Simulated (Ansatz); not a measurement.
**Tetradymite Bi2Se3: elastic constant C12 by level of theory**

No measured value is used here.

```csv
level (code),value (GPa),cell (Å³/atom)
PBE (Ansatz),17.0,31.88
PBEsol (Ansatz),…,28.17
r²SCAN+rVV10 (Ansatz),24.8,29.04
```

Q: Complete the blanks.

A: 
- PBEsol (Ansatz, an electronic-structure program), value (GPa): 23.5

Density-functional levels without +SOC have no spin–orbit coupling. PBE, PBEsol: the cell comes from a level without a dispersion term, which matters for the spacing of layers, chains or molecules. Each level is taken at its own relaxed cell. Cutoffs differ between the levels. Ansatz's density-functional and Hartree–Fock values are scalar-relativistic unless marked +SOC, with PAW data made under PBE.
